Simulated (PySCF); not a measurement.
**HS, SMILES `[SH]` (charge 0, multiplicity 2)**

Level of theory: TPSSh-D3(BJ)/def2-TZVP // BP86-D3(BJ)/def2-SVP (PySCF).

```
Property                                                       Result
-----------------------------  --------------------------------------
highest occupied spin orbital                                -6.75 eV
dipole moment                                                  0.88 D
total energy                                             -10851.13 eV
cost                           about 13 core-seconds (a rough figure)
```

Bonds (Å): S1–H2 1.367.
Charge 0, spin multiplicity 2.
